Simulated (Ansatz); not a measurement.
# CH6N+ (SMILES C[NH3+]): single points off equilibrium

An exercise on one series of results from a longer session: the logs are not shown, and one member is left open.

Method: single points in def2-TZVPP; program: Ansatz 0.2.0, Gaussian basis.

Correlated methods freeze the cores.

### The starting structure

SMILES `C[NH3+]`, 8 atoms, charge 1, spin multiplicity 1.

Atoms are counted from 1 here; the program's logs count them from 0.

Bond lengths: C1–N2 1.559 Å, C1–H3 1.069 Å, C1–H4 1.151 Å, C1–H5 1.154 Å, N2–H6 1.051 Å, N2–H7 1.092 Å, N2–H8 1.008 Å. Angles: N2–C1–H3 111.4°, N2–C1–H4 109.2°, N2–C1–H5 106.1°, H3–C1–H4 113.8°, H3–C1–H5 111.1°, H4–C1–H5 104.7°, C1–N2–H6 110.7°, C1–N2–H7 108.7°, C1–N2–H8 109.9°, H6–N2–H7 111.5°, H6–N2–H8 104.5°, H7–N2–H8 111.6°.

As a file:

```xyz
8

C    -0.2389    0.2659   -0.6933
N     0.2290   -0.3019    0.6814
H    -0.0224   -0.4128   -1.4906
H    -1.3495    0.5596   -0.6228
H     0.3211    1.2656   -0.8338
H     0.0124    0.3751    1.4553
H     1.2976   -0.5171    0.6252
H    -0.3037   -1.1260    0.9112
```

Set-up of the first run:

Contents of run/in.yaml:

```yaml
crystal:
  periodic: [false, false, false]
  atoms:
    - {symbol: C, position_ang: [-0.238900, 0.265900, -0.693300]}
    - {symbol: N, position_ang: [0.229000, -0.301900, 0.681400]}
    - {symbol: H, position_ang: [-0.022400, -0.412800, -1.490600]}
    - {symbol: H, position_ang: [-1.349500, 0.559600, -0.622800]}
    - {symbol: H, position_ang: [0.321100, 1.265600, -0.833800]}
    - {symbol: H, position_ang: [0.012400, 0.375100, 1.455300]}
    - {symbol: H, position_ang: [1.297600, -0.517100, 0.625200]}
    - {symbol: H, position_ang: [-0.303700, -1.126000, 0.911200]}
basis:
  gaussian: {orbitals: def2-TZVPP}
total_charge: 1
correlation: {method: ccsd_t}
output: {forces: true}
```

The command line of these runs was not kept.

Steps of the session up to this table: CCSD(T)/def2-TZVPP; PBE0-D4/def2-TZVPP; wB97M-V/def2-TZVPP; r2SCAN-D4/def2-TZVPP; PBE-D4/def2-TZVPP; wB97X-V/def2-TZVPP; B97M-V/def2-TZVPP.

One table of the session follows, with a row left open; its other results are not shown here.

```
   method  RMS force component (eV/Å)  angle to CCSD(T) forces (°)
  CCSD(T)                       1.127                    reference
  PBE0-D4                           ?                            ?
  wB97M-V                       1.138                          1.6
r2SCAN-D4                       1.122                          0.5
   PBE-D4                       1.060                          8.1
  wB97X-V                       1.139                          2.1
   B97M-V                       1.177                          5.7
```

Q: Estimate the row for PBE0-D4 from the others.

As computed: RMS force component (eV/Å): 1.141; angle to CCSD(T) forces (°): 4.0. In the column «RMS force component (eV/Å)» it lies between wB97X-V (1.139) and B97M-V (1.177).
